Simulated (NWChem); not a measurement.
System meant: dimethyl ether (C2H6O); SMILES O(C)C

NWChem input:

```
start job
memory heap 200 mb stack 900 mb global 1100 mb
geometry units angstroms noautoz
  C      1.161079     0.000000     0.184739
  O      0.000000     0.000000    -0.581115
  C     -1.161079     0.000000     0.184739
  H      1.233042    -0.895231     0.836189
  H      1.233042     0.895231     0.836189
  H      2.021460     0.000000    -0.499582
  H     -1.233042    -0.895231     0.836189
  H     -2.021460     0.000000    -0.499582
  H     -1.233042     0.895231     0.836189
end
basis spherical
  * library def2-svp
end
dft
  xc pbe0
  iterations 4
  mulliken
end
task dft energy
```

End of the output:

```
    Atom       Charge   Shell Charges
 -----------   ------   -------------------------------------------------------
    1 C    6     5.95   1.96  0.58  0.31  1.83  1.14  0.13
    2 O    8     8.18   1.97  0.90  0.58  2.75  1.94  0.03
    3 C    6     5.95   1.96  0.58  0.31  1.83  1.14  0.13
    4 H    1     0.99   0.65  0.28  0.06
    5 H    1     0.99   0.65  0.28  0.06
    6 H    1     0.97   0.65  0.26  0.06
    7 H    1     0.99   0.65  0.28  0.06
    8 H    1     0.97   0.65  0.26  0.06
    9 H    1     0.99   0.65  0.28  0.06

 center of mass
 --------------
 x =  -0.00000000 y =   0.00000000 z =  -0.09621013

 moments of inertia (a.u.)
 ------------------
          45.129969039986           0.000000000000           0.000000000000
           0.000000000000         200.433333731355           0.000000000000
           0.000000000000           0.000000000000         178.378433819616

     Multipole analysis of the density
     ---------------------------------

     L   x y z        total         alpha         beta         nuclear
     -   - - -        -----         -----         ----         -------
     0   0 0 0     -0.000000    -13.000000    -13.000000     26.000000

     1   1 0 0      0.000000      0.000000      0.000000     -0.000000
     1   0 1 0      0.000000      0.000000      0.000000      0.000000
     1   0 0 1      0.496737      0.248368      0.248368      0.000000

     2   2 0 0    -12.728470    -60.700522    -60.700522    108.672575
     2   1 1 0      0.000000      0.000000      0.000000      0.000000
     2   1 0 1     -0.000000     -0.000000     -0.000000      0.000000
     2   0 2 0    -14.950907    -13.199431    -13.199431     11.447954
     2   0 1 1      0.000000      0.000000      0.000000      0.000000
     2   0 0 2    -15.585344    -19.232262    -19.232262     22.879181

 ------------------------------------------------------------------------
 dft energy failed                                                                                  0
 ------------------------------------------------------------------------
 ------------------------------------------------------------------------
  current input line :
    22: task dft energy
 ------------------------------------------------------------------------
 ------------------------------------------------------------------------
 This type of error is most commonly associated with calculations not reaching convergence criteria
 ------------------------------------------------------------------------
 For more information see the NWChem manual at https://nwchemgit.github.io

0:dft energy failed:Received an Error in Communication
```

Question: Can this run be used? If not, why, and what is the fix?

Answer: Convergence was not reached. Cause: the SCF was allowed too few iterations. This input runs:
```
start job
memory heap 200 mb stack 900 mb global 1100 mb
geometry units angstroms noautoz
  C      1.161079     0.000000     0.184739
  O      0.000000     0.000000    -0.581115
  C     -1.161079     0.000000     0.184739
  H      1.233042    -0.895231     0.836189
  H      1.233042     0.895231     0.836189
  H      2.021460     0.000000    -0.499582
  H     -1.233042    -0.895231     0.836189
  H     -2.021460     0.000000    -0.499582
  H     -1.233042     0.895231     0.836189
end
basis spherical
  * library def2-svp
end
dft
  xc pbe0
  iterations 150
  mulliken
end
task dft energy
```
It converges to -154.72575 Ha (PBE0/def2-SVP).
